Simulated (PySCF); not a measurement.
Isomers of C3H4FN and their computed core-level spectra.

Level of theory: delta-SCF UKS SCAN, pcX-2 on the ionised atom, pcseg-1 elsewhere, spin-free X2C in PySCF 2.14.0. Geometries: PBE0-D3(BJ)/def2-SVP; isolated species, one conformer each.

Line lists (1s up to Mg, 2p3/2 beyond; areas count atoms within a level, one atom standing for each set equivalent by bonding):
1. C 1s: 291.43 (area 1), 291.54 (area 1), 292.78 (area 1) eV; N 1s: 405.47 eV; F 1s: 693.38 eV
2. C 1s: 290.40 (area 1), 291.72 (area 1), 293.78 (area 1) eV; N 1s: 405.67 eV; F 1s: 693.15 eV
3. C 1s: 291.32 (area 1), 292.36 (area 1), 293.43 (area 1) eV; N 1s: 404.42 eV; F 1s: 693.73 eV

Structures:
A. `C=NC(=C)F`
B. `C=N/C=C/F`
C. `[H]/N=C\C=C\F`

**Question.** Which list belongs to which compound?

**Answer.** 
- 1 = B: another candidate has the same counts of sites, so positions decide. C 1s: 291.43 imine carbon, 291.54 vinylic carbon bearing nitrogen, 292.78 vinylic C–F carbon; N 1s: 405.47 imine nitrogen; F 1s: 693.38 vinyl fluorine.
- 2 = A: another candidate has the same counts of sites, so positions decide. C 1s: 290.40 terminal =CH2 carbon, 291.72 imine carbon, 293.78 vinylic C–F carbon; N 1s: 405.67 imine nitrogen; F 1s: 693.15 vinyl fluorine.
- 3 = C: another candidate has the same counts of sites, so positions decide. C 1s: 291.32 alkene CH carbon, 292.36 imine carbon, 293.43 vinylic C–F carbon; N 1s: 404.42 imine nitrogen; F 1s: 693.73 vinyl fluorine.

6 of these hole states are spin-contaminated (⟨S²⟩ up to 0.92, against 0.75; counted from 0.85) and less certain.
